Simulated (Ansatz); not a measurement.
Reaction (formal exchange of groups at a C–C bond): `C=CC(C)=N` + `FCCl` → `CC(F)Cl` + `C=CC=N`

Gas-phase electronic energies from Ansatz, PBE0-D4/def2-TZVP geometries. CCSD(T)/CBS is the MP2 limit (def2-TZVPP, def2-QZVPP) plus CCSD(T) − MP2 in def2-TZVPP, frozen cores. This one scheme is used for every species. DFT in def2-TZVPP. Each species was taken in one conformer, which may not be the lowest.

| species | PBE0 energy (Eh) |
| --- | --- |
| `C=CC(C)=N` | -211.17410 |
| `FCCl` | -599.12339 |
| `CC(F)Cl` | -638.41156 |
| `C=CC=N` | -171.88579 |

**Question.** Work out ΔE.

**Answer.** ΔE = (-638.41156) + (-171.88579) − (-211.17410) − (-599.12339) = 0.00014 Eh = +0.1 kcal/mol. CCSD(T)/CBS gives -0.3 kcal/mol.

Largest T1 diagnostic among the species: 0.012.
